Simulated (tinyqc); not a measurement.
Worked calculation: Pariser-Parr-Pople SCF with singles CI, for the molecule C=C1C=C1N (SMILES; centres numbered as the heavy atoms are written). Computed by tinyqc, a small Python program that keeps every step. Settings: charge = 0, gamma = Ohno, start = huckel, damping = 0, iteration cap = 56, excitations kept = 4. Command: `OMP_NUM_THREADS=1 python tinyqc.py 22420 22421 out.jsonl` (the two numbers bound the seeds that draw the settings). One thread of a shared host (Intel(R) Xeon(R) Processor @ 2.60GHz), about 0.01 s of CPU time with the checks. Later iterations appear only in the table of the cycle.

## PPP integrals

Centres (angstrom, eV; a flat drawing with bonds scaled to 1.40 angstrom):
```
centre        x        y  core charge z        W  gamma_rr
1C       1.9120  -0.6620              1  12.2300   11.6100
2C       0.7000   0.0380              1  12.2300   11.6100
3C       0.0000   1.2500              1  12.2300   11.6100
4C      -0.7000   0.0380              1  12.2300   11.6100
5N      -1.9120  -0.6620              2  28.8700   17.4900
```

Resonance integrals (eV):
```
i  j     beta
1  2  -2.3900
2  3  -2.3900
3  4  -2.3900
4  5  -2.1600
4  2  -2.3900
```

Ohno: gamma = 14.399645/sqrt(R^2 + a^2), a = 2 x 14.399645/(gamma_rr + gamma_ss); H_rr = -W_r - sum_(s != r) z_s gamma_rs; H_rs = beta for bonds.

repulsion gamma_rs (eV):
```
         1C       2C       3C       4C       5N
1C  11.6100   7.7000   4.8404   4.8402   3.6455
2C   7.7000  11.6100   7.7000   7.6988   5.0006
3C   4.8404   7.7000  11.6100   7.7000   5.0009
4C   4.8402   7.6988   7.7000  11.6100   8.4004
5N   3.6455   5.0006   5.0009   8.4004  17.4900
```

core matrix H (eV):
```
          1C        2C        3C        4C        5N
1C  -36.9016   -2.3900    0.0000    0.0000    0.0000
2C   -2.3900  -45.3300   -2.3900   -2.3900    0.0000
3C    0.0000   -2.3900  -42.4722   -2.3900    0.0000
4C    0.0000   -2.3900   -2.3900  -49.2697   -2.1600
5N    0.0000    0.0000    0.0000   -2.1600  -50.9174
```

## Starting guess

pi electrons, sum of z_r less the charge = 6

Orbitals of the Hueckel matrix of the beta values.

P at the start:
```
         1C       2C       3C       4C       5N
1C   1.5097   0.7275  -0.4155  -0.1835   0.0676
2C   0.7275   0.9106   0.5440   0.3731  -0.1659
3C  -0.4155   0.5440   1.1169   0.5824  -0.4226
4C  -0.1835   0.3731   0.5824   0.9059   0.6922
5N   0.0676  -0.1659  -0.4226   0.6922   1.5570
```

## Iteration 1: Fock matrix

F_rr = H_rr + P_rr gamma_rr / 2 + sum_(s != r) P_ss gamma_rs; F_rs = H_rs - P_rs gamma_rs / 2; E = tr P (H + F) / 2 + core repulsion sum_(r<s) z_r z_s gamma_rs.

F (eV):
```
         1C       2C       3C       4C        5N
1C  -5.6597  -5.1910   1.0057   0.4442   -0.1232
2C  -5.1910  -5.0596  -4.4845  -3.8263    0.4147
3C   1.0057  -4.4845  -6.9082  -4.6321    1.0566
4C   0.4442  -3.8263  -4.6321  -8.0143   -5.0673
5N  -0.1232   0.4147   1.0566  -5.0673  -14.0494
```

pi energy = -96.2827 eV

## Iteration 1: orbitals and new P

Diagonalise F (the basis is taken as orthonormal) and form P = 2 sum c c over the lowest orbitals.

orbital energies (eV): -17.8967  -13.8078  -8.5570  -1.3463  1.9166

P after iteration 1:
```
         1C       2C       3C       4C       5N
1C   1.3744   0.8228  -0.3557  -0.2248   0.0760
2C   0.8228   0.9144   0.4166   0.3546  -0.1279
3C  -0.3557   0.4166   1.0367   0.7486  -0.3718
4C  -0.2248   0.3546   0.7486   0.9101   0.5053
5N   0.0760  -0.1279  -0.3718   0.5053   1.7644
```

## Iteration 2: Fock matrix

As before.

F (eV):
```
         1C       2C       3C       4C        5N
1C  -6.0271  -5.5577   0.8608   0.5440   -0.1386
2C  -5.5577  -5.6267  -3.9940  -3.7551    0.3199
3C   0.8608  -3.9940  -6.9294  -5.2719    0.9297
4C   0.5440  -3.7551  -5.2719  -7.4903   -4.2822
5N  -0.1386   0.3199   0.9297  -4.2822  -13.0753
```

pi energy = -97.3080 eV

## Iteration 2: orbitals and new P

As before.

orbital energies (eV): -17.0917  -13.4203  -9.2865  -0.8101  1.4598

P after iteration 2:
```
         1C       2C       3C       4C       5N
1C   1.3063   0.8581  -0.3324  -0.2331   0.0710
2C   0.8581   0.9368   0.3722   0.3316  -0.1060
3C  -0.3324   0.3722   1.0234   0.7947  -0.3448
4C  -0.2331   0.3316   0.7947   0.9164   0.4441
5N   0.0710  -0.1060  -0.3448   0.4441   1.8171
```

## Iteration 3: Fock matrix

As before.

F (eV):
```
         1C       2C       3C       4C        5N
1C  -6.0918  -5.6935   0.8046   0.5642   -0.1295
2C  -5.6935  -5.8114  -3.8230  -3.6665    0.2649
3C   0.8046  -3.8230  -6.8517  -5.4495    0.8621
4C   0.5642  -3.6665  -5.4495  -7.2706   -4.0251
5N  -0.1295   0.2649   0.8621  -4.0251  -12.7642
```

pi energy = -97.4322 eV

## Iteration 3: orbitals and new P

As before.

orbital energies (eV): -16.8518  -13.1942  -9.4717  -0.6120  1.3400

P after iteration 3:
```
         1C       2C       3C       4C       5N
1C   1.2785   0.8706  -0.3226  -0.2361   0.0683
2C   0.8706   0.9482   0.3567   0.3206  -0.0965
3C  -0.3226   0.3567   1.0202   0.8111  -0.3323
4C  -0.2361   0.3206   0.8111   0.9172   0.4204
5N   0.0683  -0.0965  -0.3323   0.4204   1.8360
```

## Convergence

Stop when output and input P, before any damping, agree to 1e-7.

Course of the cycle:
```
iteration      E (eV)  largest |P(out) - P(in)|
1          -96.282727                  2.07e-01
2          -97.308023                  6.81e-02
3          -97.432175                  2.78e-02
4          -97.451174                  1.10e-02
5          -97.454282                  4.32e-03
6          -97.454811                  1.72e-03
7          -97.454903                  7.20e-04
8          -97.454919                  3.04e-04
9          -97.454922                  1.29e-04
10         -97.454923                  5.44e-05
11         -97.454923                  2.31e-05
12         -97.454923                  1.21e-05
13         -97.454923                  6.53e-06
14         -97.454923                  3.58e-06
15         -97.454923                  1.97e-06
16         -97.454923                  1.09e-06
17         -97.454923                  6.02e-07
18         -97.454923                  3.34e-07
19         -97.454923                  1.85e-07
20         -97.454923                  1.03e-07
21         -97.454923                  5.73e-08
```

Converged in 21 iterations.

## Converged orbitals

Charges are z - P_rr.

orbital energies (eV): -16.7089  -13.0477  -9.5655  -0.4897  1.2631

coefficients:
```
       MO1      MO2      MO3      MO4      MO5
1C  0.1821  -0.3022   0.7111  -0.0347  -0.6072
2C  0.4446  -0.4173   0.3263   0.0216   0.7220
3C  0.4523  -0.2985  -0.4641  -0.6647  -0.2214
4C  0.5994   0.0195  -0.3136   0.6970  -0.2370
5N  0.4531   0.8031   0.2723  -0.2657   0.0701
```

pi charges: 1C -0.2603, 2C 0.0435, 3C -0.0182, 4C 0.0840, 5N 0.1511

## Singles CI, singlets

Over the 4 single excitations with the smallest orbital gaps: A = (e_a - e_i) delta + 2 (ia|jb) - (ij|ab), with (pq|rs) = sum c_mp c_mq gamma_mn c_nr c_ns. f = 2/3 w |mu|^2 in atomic units, mu = sqrt2 sum c_ia sum_m c_mi c_ma R_m.

singlet CI matrix (eV):
```
        3>4     3>5     2>4     2>5
3>4  3.8834  0.1661  0.4243  0.0213
3>5  0.1661  5.8021  0.3053  0.2359
2>4  0.4243  0.3053  6.7713  0.1055
2>5  0.0213  0.2359  0.1055  9.0502
```

singlet excitation energies (eV): 3.8149  5.7033  6.9140  9.0750

oscillator strengths: 0.1236  0.7789  0.4211  0.0013

## Singles CI, triplets

Over the 4 single excitations with the smallest orbital gaps: A = (e_a - e_i) delta - (ij|ab), with (pq|rs) = sum c_mp c_mq gamma_mn c_nr c_ns.

triplet CI matrix (eV):
```
         3>4      3>5      2>4     2>5
3>4   2.3706  -0.1079  -0.8205  0.1574
3>5  -0.1079   2.8353   0.1574  1.2771
2>4  -0.8205   0.1574   5.1295  0.4421
2>5   0.1574   1.2771   0.4421  8.1348
```

triplet excitation energies (eV): 2.1023  2.5734  5.3033  8.4912
